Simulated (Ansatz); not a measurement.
Coupled-cluster run, `OBO`.

```yaml
crystal:
  periodic: [false, false, false]
  atoms:
    - {symbol: O, position_ang: [-1.176211, -0.524494, -0.251839]}
    - {symbol: B, position_ang: [0.049477, 0.028108, -0.072891]}
    - {symbol: O, position_ang: [0.580607, -0.053848, 1.172455]}
    - {symbol: H, position_ang: [-1.494726, -0.433523, -1.150617]}
    - {symbol: H, position_ang: [0.637775, 0.565587, -0.976143]}
    - {symbol: H, position_ang: [1.445180, 0.354069, 1.232835]}
basis:
  gaussian: {orbitals: def2-QZVPP}
correlation: {method: ccsd_t}
```

```sh
$ ansatz run in.yaml --threads 2 --pin off --events-out ev --progress --plain
```

The program prints (abridged):

```
Functional definition: HF
1605 factors; integrals over basis functions are off by at most 1.2e-3 eV
mean field evaluation 1: about -4794.9783 eV, gradient 4.6e1 eV
mean field evaluation 2: about -4794.9787 eV, gradient 4.6e1 eV
mean field evaluation 4: about -4798.7580 eV, gradient 2.7e0 eV
mean field evaluation 8: about -4798.7856 eV, gradient 1.1e-1 eV
mean field evaluation 16: about -4798.7845 eV, gradient 4.3e-1 eV
mean field -4798.78561159 eV, -176.3521184922 hartree, gradient 2.8e-6 eV, S^2 0.000000; 0 other end points of the search recorded, 0 dependent functions left out
3 core orbitals not correlated: weight in the atoms' cores, before any rotation towards them, 1.000 or more for the frozen orbitals, at most 0.000 for the correlated occupied ones
reference -4798.78561159 eV, -176.3521184922 hartree; 9, 9 occupied and 249, 249 virtual orbitals, 1605 factors
second order -17.13943481 eV of doubles, -0.00000000 eV of singles
cycle   1  -16.90238013 eV  change    2.4e-1 eV  update   8.0e-2
cycle   2  -17.25353061 eV  change   -3.5e-1 eV  update   2.3e-2
cycle   3  -17.33591583 eV  change   -8.2e-2 eV  update   1.2e-2
cycle   4  -17.32115905 eV  change    1.5e-2 eV  update   2.8e-3
cycle   5  -17.32070832 eV  change    4.5e-4 eV  update   1.3e-3
cycle   6  -17.32119041 eV  change   -4.8e-4 eV  update   3.1e-4
cycle   7  -17.32098261 eV  change    2.1e-4 eV  update   1.0e-4
cycle   8  -17.32093003 eV  change    5.3e-5 eV  update   2.6e-5
cycle   9  -17.32093215 eV  change   -2.1e-6 eV  update   8.4e-6
perturbative correction -0.63735278 eV, -0.0234222828 hartree
Total energy: -4816.74389653 eV, -177.0120732910 hartree
```

Run time 34 s (2 threads of a server CPU on a shared host); peak host memory 3 GiB.

The correlation energy is -17.958 eV, 3.5 % of it from (T); the T1 diagnostic reads 0.0123.
